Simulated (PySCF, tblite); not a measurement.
C3H8P2.
Geometry (GFN2-xTB, Å), atoms numbered from 1 in this order:
```
atom  x, y, z in Å
C1     2.6979    0.3271   -0.7044
P2     1.4977    0.2573    0.4470
P3    -0.2458    0.0467   -0.8780
C4    -0.9149   -1.5156   -0.1259
C5    -1.3618    1.2371    0.0087
H6     2.5081    0.2812   -1.7644
H7     3.7288    0.4231   -0.4041
H8    -0.9483   -1.4547    0.9609
H9    -0.2837   -2.3508   -0.4233
H10   -1.9194   -1.6843   -0.5096
H11   -1.0238    2.2537   -0.1844
H12   -1.3681    1.0551    1.0825
H13   -2.3711    1.1246   -0.3839
```

Computed with wB97X-D/def2-SVPD in PySCF (dipole) on a GFN2-xTB geometry, gas phase.

Masses are those of the commonest isotopes; rigid-rotor values at the optimised geometry. The values belong to one conformer with, in the numbering `[CH2:1]=[P:2][P:3]([CH3:4])[CH3:5]`, C1–P2–P3–C4 125°.

Problem. What are A, B and C (MHz)?

Solution. Ia = 100.87, Ib = 245.75, Ic = 275.61 u·Å²; 505379 MHz·u·Å²/I gives A = 5010, B = 2056, C = 1834 MHz.

Problem. Classify the top.

Solution. An asymmetric top; Ray's κ = -0.860.

Problem. What does the inertial defect say?

Solution. Not planar: Δ = Ic − Ia − Ib = -71.02 u·Å². For a rigid frame Δ = −2 Σ m c², so Σ m c² = 35.51 u·Å² lies off the ab plane: 6.55 from hydrogen and 28.96 from heavier atoms. The atom farthest from that plane is 1.63 Å away.

Problem. Give the other two planar moments, Paa and Pbb, and the rms extents of the mass along the axes.

Solution. Paa = Σ m a² = (Ib + Ic − Ia)/2 = 210.24 and Pbb = Σ m b² = (Ia + Ic − Ib)/2 = 65.37 u·Å². With the mass M = 106.01 u, the rms extents √(P/M) along a, b and c are 1.41, 0.79, 0.58 Å.

Problem. Which types of transition are allowed, and where do some lines up to J = 3 fall?

Solution. The dipole components are |μa| = 0.61 D, |μb| = 0.11 D, |μc| = 0.10 D. The squared components, which scale the intensities, stand as 1.00 : 0.04 : 0.03 (a : b : c). Some lines, for components of 0.1 D or more:

| type | branch | J(Ka,Kc) | MHz | lower level (cm⁻¹) |
| --- | --- | --- | --- | --- |
| c | Q | 1(1,1) ← 1(0,1) | 2954 | 0.130 |
| b | R | 3(1,2) ← 2(2,1) | 3136 | 0.798 |
| b | Q | 1(1,0) ← 1(0,1) | 3176 | 0.130 |
| b | Q | 3(1,2) ← 3(0,3) | 3786 | 0.777 |
| b | R | 2(0,2) ← 1(1,1) | 4815 | 0.228 |
| c | Q | 3(2,2) ← 3(1,2) | 8534 | 0.903 |
| b | Q | 3(2,2) ← 3(1,3) | 9870 | 0.858 |
| a | R | 3(1,3) ← 2(1,2) | 11329 | 0.480 |
| a | R | 3(0,3) ← 2(0,2) | 11622 | 0.389 |
| b | R | 3(1,3) ← 2(0,2) | 14072 | 0.389 |
| b | Q | 3(3,0) ← 3(2,1) | 15272 | 1.190 |
| c | R | 2(2,1) ← 1(1,1) | 17086 | 0.228 |
| b | R | 3(2,2) ← 2(1,1) | 20531 | 0.503 |
| c | R | 3(2,1) ← 2(1,1) | 20591 | 0.503 |
| b | R | 3(3,1) ← 2(2,0) | 26990 | 0.799 |
| b | R | 3(3,0) ← 2(2,1) | 27003 | 0.798 |

Its GFN2-xTB frequencies are all real (lowest 18 cm⁻¹). No vibrational averaging or centrifugal distortion is included, and the geometry carries the error of its method. A rigid rotor knows nothing of internal rotation, which can split or shift real lines.

Rough CPU time on one thread of a shared machine: about 50 s. This is the wB97X-D/def2-SVPD job that gave the dipole, with the excitations it also computed.
